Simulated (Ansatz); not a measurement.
Relaxed structures of CH5OS (charge +1), closed shell (PBE0-D4/def2-TZVP; forces vanish, vibrations not checked; lower isomers may exist, and structures with a doubtful reference or unclear bonds are left out; Å). Computed with Ansatz 0.2.0 (basis: def2-TZVPP); correlated methods freeze the cores.

Q: Rank them by CCSD(T) energy, lowest first, and give each one's height above the lowest. Links in brackets join atoms within 1.22 times the sum of their covalent radii (1.1 for two metals). (An estimate is asked for; the value comes from the calculation.)
A.
CH₅OS ([OH][CH2][SH2]), total charge +1
```
8
angstrom
O -1.5244 0.6406 -0.0603
C -0.2010 0.7853 0.0913
S 0.7662 -0.8742 -0.1650
H -1.8254 0.8848 -0.9442
H 0.3115 1.4617 -0.5971
H 0.0599 0.9998 1.1290
H 0.2608 -1.2210 -1.3690
H -0.0999 -1.6517 0.5227
```
B.
CH₅OS ([OH2][CH][SH2]), total charge +1
```
8
angstrom
O -1.4828 0.2919 -0.5298
C -0.2696 0.2461 0.3201
S 0.5202 -1.2140 0.0594
H -1.4584 0.8345 -1.3383
H 0.2387 1.1989 0.3220
H -2.2798 0.4759 -0.0063
H 1.7094 -1.0971 -0.6143
H 1.1069 -1.4464 1.2530
```
C.
CH₅OS ([CH2][SH2][OH]), total charge +1
```
8
angstrom
O -1.4894 0.7570 -0.4473
C 0.8435 -0.8754 0.2245
S -0.0294 0.4389 0.1357
H -1.6322 0.4450 -1.3584
H 0.7288 1.3861 -0.4537
H -0.3845 0.8992 1.3526
H 1.4990 -1.0823 -0.6136
H 0.5196 -1.6655 0.8922
```

A: By the calculation: A (0.000 eV), B (2.740 eV), C (2.819 eV). Heights count from the lowest.

The T1 diagnostic stays at or below 0.015.

For scale, one of the runs: CCSD(T)/def2-TZVPP, 174 basis functions, launched by `ansatz run in.yaml --threads 2 --pin off --events-out ev --progress --plain --max-ram 4352MiB`. Time: 35 s of wall clock on 2 CPU threads of an Intel Xeon Platinum 8259CL; the host was shared. Peak host memory: 1.5 GiB.
